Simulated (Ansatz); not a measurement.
## OF2, singlet: energies of several shapes or isomers

Calculated in Ansatz's Gaussian-basis code. Basis cc-pVTZ, nonrelativistic, 3 orbitals frozen in the corrections; active space CAS(14,9). Restricted Hartree–Fock, then the lowest state-specific CASSCF solution met for each case. Coupled cluster stands on the determinant that it favours, not always the lowest RHF. Single-reference values can break down or jump between states where bonds are stretched. Solutions in different active orbitals can move differences by tenths of an eV and at times more than 1 eV.

Case A:

```
atom   x (Å)    y (Å)   z (Å)
   O  0.0000   0.0000  0.0000
   F  0.0000   1.1003  0.8737
   F  0.0000  -1.1003  0.8737
```

Case B. A bond is stretched, to 1.26 times the sum of the covalent radii.

| atom | x (Å) | y (Å) | z (Å) |
| --- | --- | --- | --- |
| O | 0.0000 | 0.0000 | 0.0000 |
| F | 0.0000 | 1.2104 | 0.9610 |
| F | 0.0000 | -1.2104 | 0.9610 |

Energy less that of case A, in eV:

```csv
case,RHF/ROHF,CASSCF,SC-NEVPT2
B,+1.336,+0.195,+0.473
```

What does CCSDT give for these differences?

B: +0.426 eV (9.8 kcal/mol).
